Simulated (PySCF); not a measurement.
BOF, optimised at B3LYP/6-31G*:

```xyz
3

B      0.0151     0.0152    -0.0148
O      0.7183     0.7231    -0.7011
F     -0.7334    -0.7383     0.7158
```

Computed with PySCF (xtb for GFN2) and rigid-rotor harmonic-oscillator thermochemistry at 1 bar. 6-31G* has spherical d functions here. All species are closed-shell singlets. B3LYP is the form with VWN-RPA correlation.

Q: List the harmonic frequencies (cm⁻¹, unscaled) at this level and at the other levels, each on its own geometry.

A: 
- B3LYP/6-31G*: 489, 489, 1023, 2162
- GFN2-xTB: 420, 420, 1013, 2228
- HF/6-31G*: 544, 544, 1088, 2308
- PBE/def2-SVP: 476, 476, 994, 2116
- PBE0/def2-TZVP: 514, 514, 1033, 2150
